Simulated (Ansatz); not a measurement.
Ideal-gas functions of CH3Na (`[CH3][Na]`) at 400 K and 1 bar, from an Ansatz frequency run at PBE0-D4/def2-TZVP.

Molar mass 38.03 g/mol, point group C3v (symmetry number 3), electronic degeneracy 1, moments of inertia 3.175, 53.345, 53.345 u Å². Harmonic wavenumbers (cm⁻¹, unscaled): 395, 436, 436, 995, 1435, 1435, 3015, 3108, 3108.

Use S(trans) = R[1.5 ln M + 2.5 ln T − 1.1517]; rotational temperatures θ = 24.2544 K / I; S(rot) = R[ln(√π/σ · √(T³/θAθBθC)) + 1.5]; for each mode x = 1.438777 ν̃/T, S = R[x/(eˣ − 1) − ln(1 − e⁻ˣ)] and H = RT x/(eˣ − 1); 1 cm⁻¹ = 0.0119627 kJ/mol; R = 8.31446 J/(mol·K).

**Question.** By hand: the entropy, in J/(mol·K).

**Answer.** Translation 160.3. Rotation: θ = 7.6392, 0.4547, 0.4547 K, giving 80.9. Vibration, mode by mode: 6.06, 5.38, 5.38, 1.09, 0.30, 0.30, 0.00, 0.00, 0.00, in all 18.5. Electronic 0.0. Sum 259.7 J/(mol·K).

**Question.** By hand: H − E and G − E in kJ/mol, counted from the electronic energy.

**Answer.** Zero-point energy ½ × 14363 × 0.0119627 = 85.9; thermal vibration 4.8; translation, rotation and pV give 4 RT = 13.3. H − E = 104.0 kJ/mol, and G − E = 104.0 − 400 × 259.7/1000 = 0.1 kJ/mol.

Vibration gives 7 % of the entropy.
